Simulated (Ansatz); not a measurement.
Geometry optimisation, Ansatz 0.2.0, RKS PBE/cc-pVDZ.

Input:

```yaml
crystal:
  periodic: [false, false, false]
  atoms:
    - { symbol: O, position_ang: [0.40204, -1.92297, 0.14831] }
    - { symbol: B, position_ang: [0.43317, -0.61833, 0.23312] }
    - { symbol: Si, position_ang: [1.14563, 0.99184, 0.74567] }
    - { symbol: H, position_ang: [-0.31113, -2.41273, -0.27588] }
    - { symbol: H, position_ang: [0.56151, 1.77491, 1.83271] }
    - { symbol: H, position_ang: [1.73478, 1.93152, -0.20548] }
basis:
  gaussian: { orbitals: cc-pVDZ }
hamiltonian:
  xc: pbe
relax:
  f_tol: 0.015
  max_steps: 40
output:
  orbitals: {}
```

Launched with:

```bash
$ ansatz run input.yaml --threads 1 --pin off --max-ram 2048MiB --backend cpu --events-out ev --progress --plain --runs-dir out
```

Where does it end, and by what steps?

It converged. After 7 steps the energy has fallen by 0.371 eV; Si3 moved furthest, 0.45 Å.

| step | energy less start (eV) | largest force component (eV/Å) | accepted |
| --- | --- | --- | --- |
| 0 | 0.0000 | 0.823 | yes |
| 1 | -0.1798 | 0.672 | yes |
| 2 | -0.2978 | 0.830 | yes |
| 3 | -0.3159 | 0.967 | yes |
| 4 | -0.3610 | 0.500 | yes |
| 5 | -0.3669 | 0.227 | yes |
| 6 | -0.3682 | 0.317 | yes |
| 7 | -0.3713 | 0.008 | yes |

```xyz
6
Properties=species:S:1:pos:R:3
O 0.417 -1.878 0.156
B 0.673 -0.605 0.383
Si 1.531 1.016 0.974
H -0.415 -2.065 -0.327
H 0.292 1.570 1.686
H 1.468 1.706 -0.393
```

Whether the end is a true minimum wasn't checked by a vibrational analysis.

Time of the run: 24 s on 1 thread of AMD EPYC (Zen 3), with other jobs on the host, peak memory 0.14 GiB.
